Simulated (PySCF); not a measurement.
Bonds broken one at a time in the series Al CH3-NH2. Isolated molecules, 0 K electronic values unless said otherwise. Strings in code marks are SMILES.

The numbers are results of PBE-D3(BJ)/def2-TZVP // B3LYP-D3(BJ)/def2-TZVP (PySCF), not measurements. 

```csv
species,dipole moment (D)
whole molecule (`[CH3][Al]([CH3])[CH3]`),0.01
radical fragment (`[CH3]`),0.00
radical fragment (`[CH3][Al][CH3]`),?
whole molecule (`[Al]([CH3])([CH3])[NH2]`),0.70
radical fragment (`[NH2][Al][CH3]`),?
radical fragment (`[NH2]`),1.90
whole molecule (`[CH3][Al]([NH2])[NH2]`),0.64
whole molecule (`[NH2][Al]([NH2])[NH2]`),0.00
```

Task: Complete the blanks.

Result: 
- radical fragment (`[CH3][Al][CH3]`), dipole moment (D): 0.46
- radical fragment (`[NH2][Al][CH3]`), dipole moment (D): 0.91
